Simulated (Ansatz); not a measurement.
`O[SiH2]` radical at its PBE0-D4/def2-TZVP geometry, where that method's forces vanish. Total charge 0; spin multiplicity 2.

```xyz
5

O    -0.8973   -0.0468   -0.6758
Si    0.4119    0.4066    0.2245
H    -1.7196   -0.2016   -0.2083
H     0.6350   -0.5336    1.3681
H     1.5700    0.3753   -0.7085
```

Problem. What forces (eV/Å) does r2SCAN-D4/def2-TZVPP give on these atoms in Ansatz 0.2.0? (Estimate.)

Solution. Computed: 
```
O1  -0.038 -0.013 -0.059
Si2  0.065  0.014  0.049
H3  -0.021 -0.004  0.009
H4   0.012  0.013 -0.018
H5  -0.019 -0.009  0.019
```
